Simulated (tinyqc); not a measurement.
Inside a calculation (part 2 of 2). Method: UHF in the sto-3g basis, for H2F+, spin multiplicity 1. Computed by tinyqc, a small Python program that keeps every step (integrals from PySCF). Command: `OMP_NUM_THREADS=1 python tinyqc.py 30890 30891 out.jsonl` (the two numbers bound the seeds that draw the settings). One thread of a shared host (Intel(R) Xeon(R) Processor @ 2.60GHz), about 0.1 s of CPU time with the checks.

Geometry (angstrom):

| atom | x | y | z |
|---|---|---|---|
| F | 0.000000 | 0.000000 | 0.000000 |
| H | 0.000000 | 1.085000 | 0.690000 |
| H | 0.000000 | -1.085000 | 0.690000 |

## Iteration 2: DIIS over 2 matrices

error matrix X^T (FDS - SDF) X (alpha):
```
           1          2          3          4          5          6          7
1   0.000000  -0.023104   0.000000   0.000000  -0.015509   0.046337   0.046337
2   0.023104   0.000000   0.000000   0.000000   0.034607  -0.043624  -0.043624
3   0.000000   0.000000   0.000000   0.063965   0.000000  -0.043267   0.043267
4   0.000000   0.000000  -0.063965   0.000000   0.000000   0.059949  -0.059949
5   0.015509  -0.034607   0.000000   0.000000   0.000000   0.032271   0.032271
6  -0.046337   0.043624   0.043267  -0.059949  -0.032271   0.000000   0.000000
7  -0.046337   0.043624  -0.043267   0.059949  -0.032271   0.000000   0.000000
```

B (overlaps of the stored error matrices):
```
               1              2
1  5.9289824e-01  2.2734064e-01
2  2.2734064e-01  1.0871406e-01
```

Minimise |sum c_i e_i|^2 with sum c_i = 1: solve [B -1; -1 0][c; lambda] = [0; -1] with B_ij = tr e_i^T e_j summed over both spins, and take F = sum c_i F_i.

DIIS coefficients: -0.480404  1.480404

extrapolated F(alpha) (hartree), lower triangle:
```
             1F 1s      1F 2s     1F 2px     1F 2py     1F 2pz      2H 1s      3H 1s
1F 1s   -26.476333
1F 2s    -6.754028  -3.482966
1F 2px    0.000000   0.000000  -0.881875
1F 2py    0.000000   0.000000   0.131353  -0.806752
1F 2pz   -0.018055  -0.051126   0.000000   0.000000  -0.865311
2H 1s    -0.597199  -0.702396  -0.038126  -0.388505  -0.279310  -0.570014
3H 1s    -0.597199  -0.702396   0.038126   0.388505  -0.279310  -0.130405  -0.570014
```

extrapolated F(beta) (hartree), lower triangle:
```
             1F 1s      1F 2s     1F 2px     1F 2py     1F 2pz      2H 1s      3H 1s
1F 1s   -26.476333
1F 2s    -6.754028  -3.482966
1F 2px    0.000000   0.000000  -0.881875
1F 2py    0.000000   0.000000  -0.131353  -0.806752
1F 2pz   -0.018055  -0.051126   0.000000   0.000000  -0.865311
2H 1s    -0.597199  -0.702396   0.038126  -0.388505  -0.279310  -0.570014
3H 1s    -0.597199  -0.702396  -0.038126   0.388505  -0.279310  -0.130405  -0.570014
```

## Iteration 2: diagonalisation and new density

X, lower triangle:
```
            1F 1s      1F 2s    1F 2px     1F 2py     1F 2pz      2H 1s     3H 1s
1F 1s    1.022925
1F 2s   -0.129104   1.070567
1F 2px   0.000000   0.000000  1.000000
1F 2py   0.000000   0.000000  0.000000   1.028601
1F 2pz  -0.002640   0.022519  0.000000   0.000000   1.010477
2H 1s    0.012478  -0.127615  0.000000  -0.102758  -0.059628   1.045097
3H 1s    0.012478  -0.127615  0.000000   0.102758  -0.059628  -0.033898  1.045097
```

D(alpha) after iteration 1, lower triangle:
```
            1F 1s      1F 2s     1F 2px     1F 2py    1F 2pz      2H 1s     3H 1s
1F 1s    1.053596
1F 2s   -0.224516   0.948909
1F 2px   0.000000   0.000000   0.908789
1F 2py   0.000000   0.000000  -0.169596   0.727086
1F 2pz   0.027307  -0.128145   0.000000   0.000000  0.868198
2H 1s   -0.026297   0.077523   0.204098   0.180547  0.150457   0.170156
3H 1s   -0.026297   0.077523  -0.204098  -0.180547  0.150457  -0.084871  0.170156
```

D(beta) after iteration 1, lower triangle:
```
            1F 1s      1F 2s     1F 2px     1F 2py    1F 2pz      2H 1s     3H 1s
1F 1s    1.053596
1F 2s   -0.224516   0.948909
1F 2px   0.000000   0.000000   0.908789
1F 2py   0.000000   0.000000   0.169596   0.727086
1F 2pz   0.027307  -0.128145   0.000000   0.000000  0.868198
2H 1s   -0.026297   0.077523  -0.204098   0.180547  0.150457   0.170156
3H 1s   -0.026297   0.077523   0.204098  -0.180547  0.150457  -0.084871  0.170156
```

overlap S, lower triangle:
```
           1F 1s     1F 2s    1F 2px     1F 2py    1F 2pz     2H 1s     3H 1s
1F 1s   1.000000
1F 2s   0.237990  1.000000
1F 2px  0.000000  0.000000  1.000000
1F 2py  0.000000  0.000000  0.000000   1.000000
1F 2pz  0.000000  0.000000  0.000000   0.000000  1.000000
2H 1s   0.020623  0.243402  0.000000   0.182707  0.116192  1.000000
3H 1s   0.020623  0.243402  0.000000  -0.182707  0.116192  0.089602  1.000000
```

Diagonalise F' = X^T F X, C = X C', fill 5 alpha and 5 beta electrons from the bottom; D(s) = C_occ C_occ^T; the new density keeps 0.2 of the old one (damping). Each column has its largest component positive (the first on a tie).

F' = X^T F X (alpha) (hartree), lower triangle:
```
            1          2          3          4          5          6          7
1  -26.004427
2   -3.413276  -2.244081
3    0.000000   0.000000  -0.881875
4    0.000000   0.000000   0.142945  -0.698589
5   -0.030341   0.019309   0.000000   0.000000  -0.821183
6   -0.033892  -0.302199  -0.054635  -0.305376  -0.204076  -0.379638
7   -0.033892  -0.302199   0.054635   0.305376  -0.204076  -0.023097  -0.379638
```

orbital energies (alpha) (hartree): MO1 -26.485508, MO2 -1.883877, MO3 -1.034657, MO4 -0.940834, MO5 -0.864118, MO6 -0.162208, MO7 -0.038230

coefficients C (alpha):
```
              MO1        MO2        MO3        MO4        MO5        MO6        MO7
1F 1s    0.994974  -0.255690   0.000000   0.044802   0.000000   0.077486   0.000000
1F 2s    0.020782   0.983899   0.000000  -0.218077   0.000000  -0.424044   0.000000
1F 2px   0.000000   0.000000  -0.493491   0.000000   0.853041   0.000000   0.169669
1F 2py   0.000000   0.000000   0.717693   0.000000   0.276286   0.000000   0.698370
1F 2pz   0.001303   0.053663   0.000000   0.891310   0.000000  -0.481013   0.000000
2H 1s   -0.002568   0.074253   0.247522   0.228404   0.277287   0.688164  -0.674180
3H 1s   -0.002568   0.074253  -0.247522   0.228404  -0.277287   0.688164   0.674180
```

F' = X^T F X (beta) (hartree), lower triangle:
```
            1          2          3          4          5          6          7
1  -26.004427
2   -3.413276  -2.244081
3    0.000000   0.000000  -0.881875
4    0.000000   0.000000  -0.142945  -0.698589
5   -0.030341   0.019309   0.000000   0.000000  -0.821183
6   -0.033892  -0.302199   0.054635  -0.305376  -0.204076  -0.379638
7   -0.033892  -0.302199  -0.054635   0.305376  -0.204076  -0.023097  -0.379638
```

orbital energies (beta) (hartree): MO1 -26.485508, MO2 -1.883877, MO3 -1.034657, MO4 -0.940834, MO5 -0.864118, MO6 -0.162208, MO7 -0.038230

coefficients C (beta):
```
              MO1        MO2        MO3        MO4        MO5        MO6        MO7
1F 1s    0.994974  -0.255690   0.000000   0.044802   0.000000   0.077486   0.000000
1F 2s    0.020782   0.983899   0.000000  -0.218077   0.000000  -0.424044   0.000000
1F 2px   0.000000   0.000000   0.493491   0.000000   0.853041   0.000000  -0.169669
1F 2py   0.000000   0.000000   0.717693   0.000000  -0.276286   0.000000   0.698370
1F 2pz   0.001303   0.053663   0.000000   0.891310   0.000000  -0.481013   0.000000
2H 1s   -0.002568   0.074253   0.247522   0.228404  -0.277287   0.688164  -0.674180
3H 1s   -0.002568   0.074253  -0.247522   0.228404   0.277287   0.688164   0.674180
```

D(alpha) after iteration 2, lower triangle:
```
            1F 1s      1F 2s     1F 2px     1F 2py    1F 2pz      2H 1s     3H 1s
1F 1s    1.056606
1F 2s   -0.237435   1.002619
1F 2px   0.000000   0.000000   0.958728
1F 2py   0.000000   0.000000  -0.128713   0.618551
1F 2pz   0.027468  -0.138868   0.000000   0.000000  0.811492
2H 1s   -0.014305   0.034060   0.132330   0.239514  0.196140   0.190706
3H 1s   -0.014305   0.034060  -0.132330  -0.239514  0.196140  -0.081348  0.190706
```

D(beta) after iteration 2, lower triangle:
```
            1F 1s      1F 2s     1F 2px     1F 2py    1F 2pz      2H 1s     3H 1s
1F 1s    1.056606
1F 2s   -0.237435   1.002619
1F 2px   0.000000   0.000000   0.958728
1F 2py   0.000000   0.000000   0.128713   0.618551
1F 2pz   0.027468  -0.138868   0.000000   0.000000  0.811492
2H 1s   -0.014305   0.034060  -0.132330   0.239514  0.196140   0.190706
3H 1s   -0.014305   0.034060   0.132330  -0.239514  0.196140  -0.081348  0.190706
```

## Iteration 17 (converged): orbitals

converged F(alpha) (hartree), lower triangle:
```
             1F 1s      1F 2s     1F 2px     1F 2py     1F 2pz      2H 1s      3H 1s
1F 1s   -26.481038
1F 2s    -6.754638  -3.489602
1F 2px    0.000000   0.000000  -0.929860
1F 2py    0.000000   0.000000   0.000000  -0.782196
1F 2pz   -0.016485  -0.053739   0.000000   0.000000  -0.843682
2H 1s    -0.597155  -0.697204   0.000000  -0.389756  -0.283988  -0.569361
3H 1s    -0.597155  -0.697204   0.000000   0.389756  -0.283988  -0.133537  -0.569361
```

converged F(beta) (hartree), lower triangle:
```
             1F 1s      1F 2s     1F 2px     1F 2py     1F 2pz      2H 1s      3H 1s
1F 1s   -26.481038
1F 2s    -6.754638  -3.489602
1F 2px    0.000000   0.000000  -0.929860
1F 2py    0.000000   0.000000   0.000000  -0.782196
1F 2pz   -0.016485  -0.053739   0.000000   0.000000  -0.843682
2H 1s    -0.597155  -0.697204   0.000000  -0.389756  -0.283988  -0.569361
3H 1s    -0.597155  -0.697204   0.000000   0.389756  -0.283988  -0.133537  -0.569361
```

Diagonalise F' = X^T F X, C = X C', fill 5 alpha and 5 beta electrons from the bottom; D(s) = C_occ C_occ^T. Each column has its largest component positive (the first on a tie).

F' = X^T F X (alpha) (hartree), lower triangle:
```
            1          2          3          4          5          6          7
1  -26.009341
2   -3.412065  -2.254582
3    0.000000   0.000000  -0.929860
4    0.000000   0.000000   0.000000  -0.672000
5   -0.028455   0.017099   0.000000   0.000000  -0.798147
6   -0.034756  -0.295219   0.000000  -0.309807  -0.209466  -0.379012
7   -0.034756  -0.295219   0.000000   0.309807  -0.209466  -0.027952  -0.379012
```

orbital energies (alpha) (hartree): MO1 -26.490192, MO2 -1.889207, MO3 -0.978125, MO4 -0.929860, MO5 -0.928304, MO6 -0.161331, MO7 -0.044935

coefficients C (alpha):
```
              MO1        MO2        MO3       MO4        MO5        MO6        MO7
1F 1s    0.994979  -0.256177   0.000000  0.000000   0.046202   0.074949   0.000000
1F 2s    0.020763   0.986659   0.000000  0.000000  -0.226056  -0.413317   0.000000
1F 2px   0.000000   0.000000   0.000000  1.000000   0.000000   0.000000   0.000000
1F 2py   0.000000   0.000000   0.759943  0.000000   0.000000   0.000000   0.708255
1F 2pz   0.001242   0.055297   0.000000  0.000000   0.880420  -0.500490   0.000000
2H 1s   -0.002567   0.069910   0.352754  0.000000   0.243828   0.683309  -0.684280
3H 1s   -0.002567   0.069910  -0.352754  0.000000   0.243828   0.683309   0.684280
```

F' = X^T F X (beta) (hartree), lower triangle:
```
            1          2          3          4          5          6          7
1  -26.009341
2   -3.412065  -2.254582
3    0.000000   0.000000  -0.929860
4    0.000000   0.000000   0.000000  -0.672000
5   -0.028455   0.017099   0.000000   0.000000  -0.798147
6   -0.034756  -0.295219   0.000000  -0.309807  -0.209466  -0.379012
7   -0.034756  -0.295219   0.000000   0.309807  -0.209466  -0.027952  -0.379012
```

orbital energies (beta) (hartree): MO1 -26.490192, MO2 -1.889207, MO3 -0.978125, MO4 -0.929860, MO5 -0.928304, MO6 -0.161331, MO7 -0.044935

coefficients C (beta):
```
              MO1        MO2        MO3       MO4        MO5        MO6        MO7
1F 1s    0.994979  -0.256177   0.000000  0.000000   0.046202   0.074949   0.000000
1F 2s    0.020763   0.986659   0.000000  0.000000  -0.226056  -0.413317   0.000000
1F 2px   0.000000   0.000000   0.000000  1.000000   0.000000   0.000000   0.000000
1F 2py   0.000000   0.000000   0.759943  0.000000   0.000000   0.000000   0.708255
1F 2pz   0.001242   0.055297   0.000000  0.000000   0.880420  -0.500490   0.000000
2H 1s   -0.002567   0.069910   0.352754  0.000000   0.243828   0.683309  -0.684280
3H 1s   -0.002567   0.069910  -0.352754  0.000000   0.243828   0.683309   0.684280
```

D(alpha) after iteration 17, lower triangle:
```
            1F 1s      1F 2s    1F 2px     1F 2py    1F 2pz      2H 1s     3H 1s
1F 1s    1.057745
1F 2s   -0.242545   1.025029
1F 2px   0.000000   0.000000  1.000000
1F 2py   0.000000   0.000000  0.000000   0.577513
1F 2pz   0.027748  -0.144439  0.000000   0.000000  0.778199
2H 1s   -0.009198   0.013806  0.000000   0.268073  0.218534   0.188782
3H 1s   -0.009198   0.013806  0.000000  -0.268073  0.218534  -0.060089  0.188782
```

D(beta) after iteration 17, lower triangle:
```
            1F 1s      1F 2s    1F 2px     1F 2py    1F 2pz      2H 1s     3H 1s
1F 1s    1.057745
1F 2s   -0.242545   1.025029
1F 2px   0.000000   0.000000  1.000000
1F 2py   0.000000   0.000000  0.000000   0.577513
1F 2pz   0.027748  -0.144439  0.000000   0.000000  0.778199
2H 1s   -0.009198   0.013806  0.000000   0.268073  0.218534   0.188782
3H 1s   -0.009198   0.013806  0.000000  -0.268073  0.218534  -0.060089  0.188782
```

## Convergence

Stop when the energy changes by less than 1e-10 hartree and every element of the error matrix X^T (F D S - S D F) X (for each spin) is below 3e-06.

Course of the cycle:

| iteration | E (hartree) | change | largest element of the error matrix |
|---|---|---|---|
| 1 | -98.36673493 | - | 1.79e-01 |
| 2 | -98.59996089 | -2.33e-01 | 6.40e-02 |
| 3 | -98.69311659 | -9.32e-02 | 3.71e-02 |
| 4 | -98.72593177 | -3.28e-02 | 1.86e-02 |
| 5 | -98.73674326 | -1.08e-02 | 6.11e-03 |
| 6 | -98.74028978 | -3.55e-03 | 1.22e-03 |
| 7 | -98.74119296 | -9.03e-04 | 2.59e-04 |
| 8 | -98.74138099 | -1.88e-04 | 4.53e-05 |
| 9 | -98.74141905 | -3.81e-05 | 7.41e-06 |
| 10 | -98.74142667 | -7.62e-06 | 1.50e-06 |
| 11 | -98.74142820 | -1.52e-06 | 3.00e-07 |
| 12 | -98.74142850 | -3.05e-07 | 6.01e-08 |
| 13 | -98.74142856 | -6.10e-08 | 1.20e-08 |
| 14 | -98.74142858 | -1.22e-08 | 2.40e-09 |
| 15 | -98.74142858 | -2.44e-09 | 4.81e-10 |
| 16 | -98.74142858 | -4.88e-10 | 9.61e-11 |
| 17 | -98.74142858 | -9.76e-11 | 1.92e-11 |

PySCF UHF in the same basis, after a stability check = -98.74142858 hartree

Converged in 17 iterations.

## Populations, bond orders and dipole

Mulliken: Z minus the diagonal of D S on the atom; Loewdin: the same with S^(1/2) D S^(1/2); Mayer order: 2 sum_s sum (D(s) S)_ij (D(s) S)_ji over the two atoms.

Charges (e):

| atom | Mulliken | Loewdin | Mulliken spin |
|---|---|---|---|
| 1F | 0.043755 | 0.106767 | 0 |
| 2H | 0.478122 | 0.446616 | 0 |
| 3H | 0.478122 | 0.446616 | 0 |

Mayer bond orders:

| pair | order |
|---|---|
| 2-1 | 0.755224 |
| 3-1 | 0.755224 |
| 3-2 | 0.016175 |

dipole moment about the origin, x y z (debye): 0.000000  0.000000  3.582249

<S^2> of the determinant (pure state: 0) = 0.000000
